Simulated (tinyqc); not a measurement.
Worked calculation (part 2 of 2): MP2 on RHF in the sto-3g basis, frozen core, for BH3, spin multiplicity 1. Computed by tinyqc, a small Python program that keeps every step (integrals from PySCF). Command: `OMP_NUM_THREADS=1 python tinyqc.py 31053 31054 out.jsonl` (the two numbers bound the seeds that draw the settings). One thread of a shared host (Intel(R) Xeon(R) Processor @ 2.60GHz), about 0.1 s of CPU time with the checks.

Geometry (angstrom):
```
atom,x,y,z
B,0.000000,0.000000,0.020000
H,1.146000,0.000000,0.000000
H,-0.573000,0.993000,0.000000
H,-0.573000,-0.993000,0.000000
```

## Integrals over molecular orbitals

coefficients C:
```
,MO1,MO2,MO3,MO4,MO5,MO6,MO7,MO8
1B 1s,0.990820,-0.230427,0.000087,0.000000,-0.006846,-0.264324,0.000000,-0.001941
1B 2s,0.038036,0.542717,-0.000330,0.000000,0.031279,1.557178,0.000000,0.011922
1B 2px,0.000005,0.000221,0.510457,0.000000,0.000001,-0.008625,0.000000,1.223784
1B 2py,0.000000,0.000000,0.000000,0.510432,0.000000,0.000000,1.223772,0.000000
1B 2pz,-0.000137,-0.003472,-0.000002,0.000000,0.999554,-0.036787,0.000000,-0.000276
2H 1s,-0.006603,0.280457,0.512040,0.000000,-0.009658,-0.771554,0.000000,-1.041793
3H 1s,-0.006600,0.280149,-0.256227,0.443531,-0.009666,-0.782561,-0.896933,0.511984
4H 1s,-0.006600,0.280149,-0.256227,-0.443531,-0.009666,-0.782561,0.896933,0.511984
```

core Hamiltonian H = T + V (hartree), lower triangle:
```
,1B 1s,1B 2s,1B 2px,1B 2py,1B 2pz,2H 1s,3H 1s,4H 1s
1B 1s,-13.705783
1B 2s,-3.560267,-4.739197
1B 2px,-0.000024,-0.000157,-4.009103
1B 2py,0.000000,0.000000,0.000000,-4.009121
1B 2pz,0.001048,0.008888,0.000003,0.000000,-3.815332
2H 1s,-0.980998,-2.159644,-1.899430,0.000000,0.035112,-3.268069
3H 1s,-0.979957,-2.158294,0.948888,-1.644486,0.035084,-0.548179,-3.267119
4H 1s,-0.979957,-2.158294,0.948888,1.644486,0.035084,-0.548179,-0.547469,-3.267119
```

Given earlier and not repeated: Two-electron integrals (ij|kl) in chemists' order.

(pq|rs) = sum C_ip C_jq C_kr C_ls (ij|kl), one index at a time.

one-electron integrals over orbitals h = C^T H C (hartree), lower triangle:
```
,1,2,3,4,5,6,7,8
1,-13.689349
2,0.305360,-3.851737
3,-0.000127,-0.000164,-3.604020
4,0.000000,0.000000,0.000000,-3.603754
5,0.010028,-0.004130,0.000009,0.000000,-3.814874
6,0.307115,-0.594447,0.004868,0.000000,0.017179,-2.961280
7,0.000000,0.000000,0.000000,-0.619880,0.000000,0.000000,-3.159765
8,0.002229,-0.004612,-0.619604,0.000000,0.000121,0.001512,0.000000,-3.159705
```

Two-electron integrals over orbitals (pq|rs), unique and non-zero (hartree); the lowest 1 orbital is frozen and left out:
```
p,q,r,s,(pq|rs)
2,2,2,2,0.449300
3,2,2,2,0.000135
3,2,3,2,0.122584
3,3,2,2,0.446365
3,3,3,2,0.062901
3,3,3,3,0.499584
4,2,4,2,0.122486
4,3,4,2,-0.062997
4,3,4,3,0.048962
4,4,2,2,0.446225
4,4,3,2,-0.062957
4,4,3,3,0.401914
4,4,4,4,0.499641
5,2,2,2,-0.000955
5,2,3,2,-4.65e-08
5,2,3,3,-0.000574
5,2,4,4,-0.000574
5,2,5,2,0.069901
5,3,2,2,-7.33e-07
5,3,3,2,-0.000654
5,3,3,3,-0.000670
5,3,4,4,0.000670
5,3,5,2,-0.000020
5,3,5,3,0.018451
5,4,4,2,-0.000655
5,4,4,3,0.000671
5,4,5,4,0.018447
5,5,2,2,0.466901
5,5,3,2,0.000012
5,5,3,3,0.440729
5,5,4,4,0.440690
5,5,5,2,0.004891
5,5,5,3,-3.53e-06
5,5,5,5,0.586847
6,2,2,2,0.040362
6,2,3,2,3.27e-06
6,2,3,3,0.021242
6,2,4,4,0.020889
6,2,5,2,-0.000380
6,2,5,3,-0.000009
6,2,5,5,0.104535
6,2,6,2,0.069003
6,3,2,2,-0.000395
6,3,3,2,-0.042376
6,3,3,3,-0.039805
6,3,4,4,0.039368
6,3,5,2,-0.000015
6,3,5,3,0.000783
6,3,5,5,-0.000751
6,3,6,2,-0.000823
6,3,6,3,0.057540
6,4,4,2,-0.043131
6,4,4,3,0.039973
6,4,5,4,0.000792
6,4,6,4,0.058418
6,5,2,2,-0.002125
6,5,3,2,-0.000021
6,5,3,3,-0.000995
6,5,4,4,-0.000975
6,5,5,2,0.066585
6,5,5,3,-0.000148
6,5,5,5,0.000702
6,5,6,2,-0.003184
6,5,6,3,0.000014
6,5,6,5,0.070104
6,6,2,2,0.446437
6,6,3,2,-0.001576
6,6,3,3,0.445316
6,6,4,4,0.446959
6,6,5,2,-0.003788
6,6,5,3,0.000014
6,6,5,5,0.466666
6,6,6,2,0.026895
6,6,6,3,0.000450
6,6,6,5,-0.004726
6,6,6,6,0.464398
7,2,4,2,-0.003882
7,2,4,3,0.025469
7,2,5,4,0.001212
7,2,6,4,0.045376
7,2,7,2,0.048556
7,3,4,2,0.053039
7,3,4,3,-0.023618
7,3,5,4,-0.000593
7,3,6,4,-0.030101
7,3,7,2,-0.008940
7,3,7,3,0.037323
7,4,2,2,0.045243
7,4,3,2,0.053045
7,4,3,3,0.053520
7,4,4,4,0.006381
7,4,5,2,0.002099
7,4,5,3,-0.000593
7,4,5,5,0.094403
7,4,6,2,0.065830
7,4,6,3,-0.030120
7,4,6,5,-0.000595
7,4,6,6,0.026205
7,4,7,4,0.104133
7,5,4,2,0.002843
7,5,4,3,-0.001327
7,5,5,4,0.016248
7,5,6,4,-0.001013
7,5,7,2,0.000394
7,5,7,3,0.001232
7,5,7,5,0.019928
7,6,4,2,0.109448
7,6,4,3,-0.057423
7,6,5,4,-0.000877
7,6,6,4,-0.046697
7,6,7,2,-0.010547
7,6,7,3,0.054330
7,6,7,5,0.002530
7,6,7,6,0.111710
7,7,2,2,0.464080
7,7,3,2,-0.027253
7,7,3,3,0.432065
7,7,4,4,0.496453
7,7,5,2,0.000708
7,7,5,3,0.000772
7,7,5,5,0.480285
7,7,6,2,0.042554
7,7,6,3,0.036541
7,7,6,5,-0.000467
7,7,6,6,0.472541
7,7,7,4,0.041227
7,7,7,7,0.534707
8,2,2,2,0.000312
8,2,3,2,-0.003961
8,2,3,3,-0.025326
8,2,4,4,0.025660
8,2,5,2,-1.18e-06
8,2,5,3,0.001212
8,2,5,5,0.000802
8,2,6,2,0.000194
8,2,6,3,0.045267
8,2,6,5,-0.000026
8,2,6,6,0.000360
8,2,7,4,-0.008448
8,2,7,7,0.032205
8,2,8,2,0.048573
8,3,2,2,0.045111
8,3,3,2,-0.053385
8,3,3,3,0.006122
8,3,4,4,0.053806
8,3,5,2,0.002099
8,3,5,3,0.000595
8,3,5,5,0.094367
8,3,6,2,0.065717
8,3,6,3,0.029442
8,3,6,5,-0.000576
8,3,6,6,0.027766
8,3,7,4,0.033870
8,3,7,7,0.063500
8,3,8,2,0.009765
8,3,8,3,0.104563
8,4,4,2,0.052731
8,4,4,3,-0.023320
8,4,5,4,-0.000586
8,4,6,4,-0.029688
8,4,7,2,-0.008590
8,4,7,3,0.032520
8,4,7,5,0.001225
8,4,7,6,0.053991
8,4,8,4,0.036882
8,5,2,2,-0.000013
8,5,3,2,0.002843
8,5,3,3,0.001316
8,5,4,4,-0.001332
8,5,5,2,0.000500
8,5,5,3,0.016246
8,5,5,5,0.000006
8,5,6,2,-0.000026
8,5,6,3,-0.000994
8,5,6,5,0.000372
8,5,6,6,-0.000071
8,5,7,4,0.001228
8,5,7,7,-0.000385
8,5,8,2,0.000392
8,5,8,3,-0.001243
8,5,8,5,0.019927
8,6,2,2,-4.70e-06
8,6,3,2,0.109077
8,6,3,3,0.056688
8,6,4,4,-0.057000
8,6,5,2,-0.000033
8,6,5,3,-0.000864
8,6,5,5,-0.000070
8,6,6,2,-0.000057
8,6,6,3,-0.045344
8,6,6,5,-0.000050
8,6,6,6,-0.001654
8,6,7,4,0.053973
8,6,7,7,-0.028680
8,6,8,2,-0.010134
8,6,8,3,-0.054681
8,6,8,5,0.002523
8,6,8,6,0.110836
8,7,4,2,-0.026450
8,7,4,3,0.031814
8,7,5,4,0.000767
8,7,6,4,0.036775
8,7,7,2,0.031783
8,7,7,3,-0.010641
8,7,7,5,-0.000363
8,7,7,6,-0.028191
8,7,8,4,-0.010358
8,7,8,7,0.033972
8,8,2,2,0.464132
8,8,3,2,0.028889
8,8,3,3,0.497294
8,8,4,4,0.431181
8,8,5,2,0.000707
8,8,5,3,-0.000787
8,8,5,5,0.480292
8,8,6,2,0.042993
8,8,6,3,-0.038035
8,8,6,5,-0.000474
8,8,6,6,0.471677
8,8,7,4,0.064072
8,8,7,7,0.465507
8,8,8,2,-0.031698
8,8,8,3,0.040142
8,8,8,5,0.000415
8,8,8,6,0.029935
8,8,8,8,0.535576
```

## Second-order Moller-Plesset energy

orbital energies (hartree): MO1 -7.413723, MO2 -0.680434, MO3 -0.475136, MO4 -0.475130, MO5 0.236728, MO6 0.743028, MO7 0.789824, MO8 0.789874

Hartree-Fock energy = -26.07022290 hartree

E2 = sum_ijab (ia|jb) [2 (ia|jb) - (ib|ja)] / (e_i + e_j - e_a - e_b) over occupied i, j and virtual a, b; the opposite-spin part is (ia|jb)^2 / denominator, the rest is same-spin, and SCS-MP2 scales them by 6/5 and 1/3.

Terms (the 40 largest of 74):
```
i,j,a,b,(ia|jb),(ib|ja),denominator,term
3,3,8,8,0.104563,0.104563,-2.530020,-0.004322
4,4,7,7,0.104133,0.104133,-2.529908,-0.004286
2,2,5,5,0.069901,0.069901,-1.834325,-0.002664
4,2,7,6,0.065830,0.045376,-2.688416,-0.002113
2,4,6,7,0.065830,0.045376,-2.688416,-0.002113
3,2,8,6,0.065717,0.045267,-2.688472,-0.002106
2,3,6,8,0.065717,0.045267,-2.688472,-0.002106
2,2,6,6,0.069003,0.069003,-2.846924,-0.001672
4,4,6,6,0.058418,0.058418,-2.436315,-0.001401
3,3,6,6,0.057540,0.057540,-2.436328,-0.001359
2,2,8,8,0.048573,0.048573,-2.940616,-0.000802
2,2,7,7,0.048556,0.048556,-2.940517,-0.000802
3,3,7,7,0.037323,0.037323,-2.529921,-0.000551
4,4,8,8,0.036882,0.036882,-2.530008,-0.000538
3,4,8,7,0.033870,0.032520,-2.529964,-0.000472
4,3,7,8,0.033870,0.032520,-2.529964,-0.000472
2,4,7,6,0.045376,0.065830,-2.688416,-0.000421
4,2,6,7,0.045376,0.065830,-2.688416,-0.000421
2,3,8,6,0.045267,0.065717,-2.688472,-0.000418
3,2,6,8,0.045267,0.065717,-2.688472,-0.000418
4,3,8,7,0.032520,0.033870,-2.529964,-0.000401
3,4,7,8,0.032520,0.033870,-2.529964,-0.000401
3,4,6,7,-0.030120,-0.030101,-2.483118,-0.000366
4,3,7,6,-0.030120,-0.030101,-2.483118,-0.000366
3,4,7,6,-0.030101,-0.030120,-2.483118,-0.000365
4,3,6,7,-0.030101,-0.030120,-2.483118,-0.000365
4,4,8,6,-0.029688,-0.029688,-2.483162,-0.000355
4,4,6,8,-0.029688,-0.029688,-2.483162,-0.000355
3,3,8,6,0.029442,0.029442,-2.483174,-0.000349
3,3,6,8,0.029442,0.029442,-2.483174,-0.000349
3,3,5,5,0.018451,0.018451,-1.423729,-0.000239
4,4,5,5,0.018447,0.018447,-1.423717,-0.000239
2,3,8,8,0.009765,0.009765,-2.735318,-0.000035
3,2,8,8,0.009765,0.009765,-2.735318,-0.000035
2,3,7,7,-0.008940,-0.008940,-2.735219,-0.000029
3,2,7,7,-0.008940,-0.008940,-2.735219,-0.000029
2,4,7,8,-0.008590,-0.008448,-2.735262,-0.000027
4,2,8,7,-0.008590,-0.008448,-2.735262,-0.000027
4,2,7,8,-0.008448,-0.008590,-2.735262,-0.000026
2,4,8,7,-0.008448,-0.008590,-2.735262,-0.000026
```

Pair energies (hartree; pair i-j sums ij and ji):
```
pair,opposite spin,same spin
2-2,-0.005940,0
3-2,-0.004871,-0.000312
3-3,-0.007169,0
4-2,-0.004867,-0.000312
4-3,-0.003204,-1.44e-06
4-4,-0.007175,0
```

MP2 correlation energy = -0.03385206 hartree

SCS-MP2 correlation energy = -0.04008059 hartree

MP2 total energy = -26.10407497 hartree
